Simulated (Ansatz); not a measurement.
# C2H6OS: the cost of one run

Method: the settings change from run to run; program: Ansatz 0.2.0, Gaussian basis.

## 1. The geometry

The structure was relaxed beforehand with PBE0-D4 in a triple-zeta def2 set.

SMILES `CC(O)S`, 10 atoms, charge 0, spin multiplicity 1.

Atoms are counted from 1 here; the program's logs count them from 0.

Bond lengths: C1–C2 1.514 Å, C1–H5 1.090 Å, C1–H6 1.096 Å, C1–H7 1.092 Å, C2–O3 1.410 Å, C2–S4 1.805 Å, C2–H8 1.099 Å, O3–H9 0.963 Å, S4–H10 1.344 Å. Angles: C2–C1–H5 111.0°, C2–C1–H6 110.3°, C2–C1–H7 110.2°, H5–C1–H6 108.2°, H5–C1–H7 108.8°, H6–C1–H7 108.2°, C1–C2–O3 111.8°, C1–C2–S4 113.0°, C1–C2–H8 109.7°, O3–C2–S4 108.6°, O3–C2–H8 110.5°, S4–C2–H8 102.8°, C2–O3–H9 107.9°, C2–S4–H10 95.9°.

Coordinates:

```xyz
10
C2H6OS
C    -0.81998    0.53913   -0.14938
C     0.17627   -0.58620    0.03390
O     0.86687   -0.48066    1.25854
S     1.38491   -0.68131   -1.30324
H    -1.34882    0.44131   -1.09771
H    -1.56042    0.52681    0.65812
H    -0.30787    1.50374   -0.12902
H    -0.34020   -1.55415   -0.03499
H     0.21593   -0.34600    1.95502
H     1.81652    0.58613   -1.18824
```

## 2. SVWN5/aug-cc-pVTZ

This run has charge +1, multiplicity 2.

Input file in.yaml:

```yaml
crystal:
  periodic: [false, false, false]
  atoms:
    - {symbol: C, position_ang: [-0.819980, 0.539128, -0.149375]}
    - {symbol: C, position_ang: [0.176269, -0.586198, 0.033895]}
    - {symbol: O, position_ang: [0.866868, -0.480656, 1.258536]}
    - {symbol: S, position_ang: [1.384908, -0.681308, -1.303240]}
    - {symbol: H, position_ang: [-1.348823, 0.441310, -1.097707]}
    - {symbol: H, position_ang: [-1.560422, 0.526807, 0.658119]}
    - {symbol: H, position_ang: [-0.307869, 1.503740, -0.129020]}
    - {symbol: H, position_ang: [-0.340199, -1.554152, -0.034986]}
    - {symbol: H, position_ang: [0.215926, -0.346004, 1.955023]}
    - {symbol: H, position_ang: [1.816521, 0.586134, -1.188244]}
basis:
  gaussian: {orbitals: aug-cc-pVTZ}
total_charge: 1
magnetization: {spin_polarized: true, initial_magnetization: 1}
hamiltonian: {xc: {name: SVWN5}}
```

Run with:

```
$ ansatz run in.yaml --threads 2 --pin off --events-out ev --progress --plain --max-ram 4352MiB
```

Q: Estimate wall time and peak memory on 2 threads of Intel Xeon 6975P-C, shared host.

About 8.5 s, with a peak of 1.2 GiB.
